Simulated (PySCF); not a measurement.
## `CF`, CH3F

Geometry:
```
atom   x (Å)   y (Å)   z (Å)
  C1  -0.017   0.019   0.026
  F2   1.328  -0.119  -0.141
  H3  -0.292  -0.199   1.072
  H4  -0.324   1.051  -0.216
  H5  -0.554  -0.679  -0.638
```

Method: GIAO B3LYP/MINI magnetisability, rotational g tensor and spin-rotation constants, non-relativistic, gas phase in PySCF. Geometry: PBE0-D3(BJ)/def2-SVP.

(1) What are the magnetisability and the molar susceptibility?

(2) Split it along the inertial axes a, b, c into diamagnetic and paramagnetic parts about the centre of mass, with the quadrupole moment.

(3) And the rotational g tensor?

Answers

(1) Isotropic -363 × 10⁻³⁰ J/T², or -21.9 × 10⁻⁶ cm³/mol; principal values -430, -330, -330 × 10⁻³⁰ J/T², anisotropy 100 × 10⁻³⁰ J/T² (root of half the summed squared differences of the principal values). The susceptibility is in cgs units.

(2) 
| axis | χ (10⁻⁶ cm³/mol) | diamagnetic (10⁻⁶ cm³/mol) | paramagnetic (10⁻⁶ cm³/mol) | summed x² of all electrons (Å²) | quadrupole Θ (D Å) |
| --- | --- | --- | --- | --- | --- |
| a | -25.9 | -37.4 | 11.5 | 13.3 | -0.11 |
| b | -19.8 | -75.1 | 55.2 | 4.4 | +0.06 |
| c | -19.8 | -75.1 | 55.2 | 4.4 | +0.06 |

Anisotropies 2χaa − χbb − χcc = -12.1 and 2χbb − χaa − χcc = +6.0 × 10⁻⁶ cm³/mol. Θ is traceless in Buckingham's convention.

(3) 
| axis | rotational constant (GHz) | g | nuclear part | electronic part |
| --- | --- | --- | --- | --- |
| a | 155.7130 | +0.1599 | 0.9995 | -0.8396 |
| b | 26.1419 | -0.0486 | 0.6295 | -0.6781 |
| c | 26.1415 | -0.0486 | 0.6295 | -0.6781 |

Prolate top; isotopes 12C, 19F, 1H; no vibrational averaging.
